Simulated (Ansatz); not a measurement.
Mulliken charges of C₂H₃F (`C=CF`) from PBE/def2-TZVPP in Ansatz (PBE0-D4/def2-TZVP geometry).

| atom | x (Å) | y (Å) | z (Å) | charge (e) |
| --- | --- | --- | --- | --- |
| C1 | -0.536 | 0.076 | -0.443 | -0.208 |
| C2 | 0.490 | -0.016 | 0.377 | 0.080 |
| F3 | 0.966 | -1.192 | 0.796 | -0.157 |
| H4 | -1.044 | -0.803 | -0.817 | 0.094 |
| H5 | -0.880 | 1.054 | -0.750 | 0.100 |
| H6 | 1.046 | 0.817 | 0.791 | 0.091 |

By hand: the dipole of these point charges (1 e Å = 4.8032 D).

Σ q r = (-0.092, 0.274, -0.082) e Å, of length 0.300 e Å = 1.44 D.

How does the dipole of the full density compare? (Estimate.)

Ansatz gave: (-0.071, 0.230, -0.064) e Å, 1.20 D; the point charges give 1.20 times that, at 2° from its direction.

Point charges leave out the atoms' own dipoles, such as those of lone pairs, and Mulliken's split depends on the basis, so the two needn't agree.
